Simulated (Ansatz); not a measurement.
Two isomers of C3H7Cl: A = `CC(C)Cl`, B = `CCCCl`.

Isolated molecules relaxed with PBE0-D4/def2-TZVP in Ansatz; ΔE leaves out vibrations. CCSD(T)/CBS is the MP2 limit (def2-TZVPP, def2-QZVPP) plus CCSD(T) − MP2 in def2-TZVPP, frozen cores. DFT in def2-TZVPP. B3LYP here is the variant with VWN-RPA as its local correlation; programs differ in this. One conformer a species, not always the lowest.

(1) Which is lower in electronic energy at CCSD(T)/CBS, and by how much? (Best estimate.)

(2) Give E(B) − E(A) in kJ/mol with B3LYP, ωB97M-V, MP2/def2-TZVPP, B2PLYP, CCSD(T)/def2-SVP, LDA (SPW92), BLYP-D4. (An estimate is asked.)

(3) Does the order hold for the free energy at 298.15 K (harmonic terms from PBE0-D4)? (Estimate.)

Largest T1 diagnostic: 0.009.

Answers

(1) Ansatz gave: A, by 11.7 kJ/mol.

(2) The calculation gave: B3LYP 9.5, ωB97M-V 11.0, MP2/def2-TZVPP 12.6, B2PLYP 10.7, CCSD(T)/def2-SVP 11.7, LDA (SPW92) 11.9, BLYP-D4 10.7. None reverses the order clearly.

(3) The calculation gave: Yes: G(B) − G(A) = +12.4 kJ/mol, for one conformer each.

Leaving LDA and LC-ωPBE aside and taking each functional with its dispersion term where it has one, the values, not all of them listed here, spread over 2.1 kJ/mol, from HSE06-D4 to r2SCAN-D4.
